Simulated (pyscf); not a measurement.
SiH₄ (SMILES [SiH4]) + F–SiH: (SMILES F[SiH]) [singlet] -> F–SiH₂–SiH₃ (SMILES F[SiH2][SiH3]) (insertion; singlet surface; H–Si broken, Si–Si, H–Si formed). Single points on ωB97X-D3(BJ)/def2-SVP structures (PySCF, gas phase). MP2 and CC: frozen core, UHF for open shells. ΔMP2 is the change of the MP2 total energy from the triple- to the quadruple-zeta basis. Energies in kJ/mol from the separated reactants.

```
level                                barrier  reaction energy
--------------------------------  ----------  ---------------
PBE/def2-TZVP                          -17.9           -194.5
r²SCAN/def2-TZVP                       -22.6           -213.4
PBE0-D3(BJ)/def2-TZVP                  -17.6           -211.4
HF/def2-TZVP                            75.1           -177.9
MP2/def2-QZVPP                    (withheld)           -202.0
CCSD/def2-TZVPP                         29.0           -184.0
CCSD(T)/def2-TZVPP + ΔMP2(QZVPP)  (withheld)       (withheld)
```

Question: Some entries are withheld; supply them.

Answer: 
- MP2/def2-QZVPP, barrier: 9.2
- CCSD(T)/def2-TZVPP + ΔMP2(QZVPP), barrier: 14.9
- CCSD(T)/def2-TZVPP + ΔMP2(QZVPP), reaction energy: -190.3

On the reactant side the descent ends in a complex, 27.1 kJ/mol under the separated species and 21.1 kJ/mol under the saddle at ωB97X-D3(BJ)/def2-TZVP. At PBE, r²SCAN, PBE0-D3(BJ) the saddle lies under the separated reactants, which points to a path from their complex (located at ωB97X-D3(BJ) alone). At ωB97X-D3(BJ) the barrier from the zero used here is -6.0 kJ/mol. One saddle was located; it need not be the lowest between these sides. The CCSD(T) − MP2 part came from Ansatz, without density fitting, on the same reference.
